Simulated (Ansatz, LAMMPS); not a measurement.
Rock-salt CaO: properties by level of theory

Reference values: elastic constant C11 219 GPa (measured, room temperature, not corrected to a static lattice; as tabulated in Speziale et al. (2006), doi:10.1029/2005jb003823); elastic constant C44 80 GPa (measured, room temperature, no zero-point or thermal correction; as tabulated in Speziale et al. (2006), doi:10.1029/2005jb003823).

```csv
level (code),elastic constant C11 (GPa),elastic constant C44 (GPa)
"ionic model cherry1995 (shell model, LAMMPS)",275,114
LDA (Ansatz),260,80.0
r²SCAN (Ansatz),231,79.3
LC-ωPBE (Ansatz),___,81.8
```

**Question.** Fill in the missing entries.

**Answer.** 
- LC-ωPBE (Ansatz, a first-principles code), elastic constant C11 (GPa): 228

Differences from the reference values (errors of the level alone only where the reference is corrected to a static lattice):

| level | elastic constant C11 (%) | elastic constant C44 (%) |
|---|---|---|
| ionic model cherry1995 | +26 | +42 |
| LDA | +18.7 | 0.0 |
| r²SCAN | +5.5 | -0.9 |
| LC-ωPBE | +4.1 | +2.2 |

Nearest: elastic constant C11, not ranked (reference at room or unstated temperature); elastic constant C44, not ranked (reference at room or unstated temperature). Empirical potentials aren't ranked on values they can be fitted to.

Empirical potentials (ionic model cherry1995) are fitted to chosen data, which need not cover the solid at hand: agreement can be built in, and what lay outside the fit can be far off.

Ansatz's density-functional and Hartree–Fock values are scalar-relativistic unless marked +SOC, with PAW data made under PBE.

Unless a cell is named, each level is at its own relaxed cell (ionic model cherry1995 12.19, LDA 13.04, r²SCAN 13.78, LC-ωPBE 13.83 Å³/atom).

Differences are worked out from the printed values.
